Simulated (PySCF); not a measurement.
**Working out the ionisation energy of Cl**

Cl [Ne] 3s2 3p5 (2P) → Cl⁺ [Ne] 3s2 3p4 (3P). Calculation: PySCF 2.14, in x2c-TZVPPall (5s5p3d1f, 42 functions); scalar relativity by spin-free X2C-1e. Frozen: 1s2. Energies in hartree (1 hartree = 27.21139 eV):

```json
{"part": "UHF", "Cl (lower)": "-460.887827", "Cl⁺ (upper)": "-460.455676"}
{"part": "CCSD correlation", "Cl (lower)": "-0.342808", "Cl⁺ (upper)": "-0.309376"}
{"part": "(T)", "Cl (lower)": "-0.007102", "Cl⁺ (upper)": "-0.005693"}
```

Question: What does Hartree-Fock give?

Answer: (-460.455676) − (-460.887827) = 0.432151 hartree = 11.759 eV.

Question: What do CCSD and CCSD(T) give?

Answer: The CCSD correlation energies differ by 0.033432 hartree = 0.910 eV and the triples by 0.001409 hartree = 0.038 eV, so CCSD gives 12.669 eV and CCSD(T) 12.707 eV.

Measured between the centres of the two terms (NIST): 12.974 eV, so CCSD(T) (valence and next inner shell) is off by -0.267 eV.

What remains against the reference includes basis incompleteness, the frozen core and higher excitations.
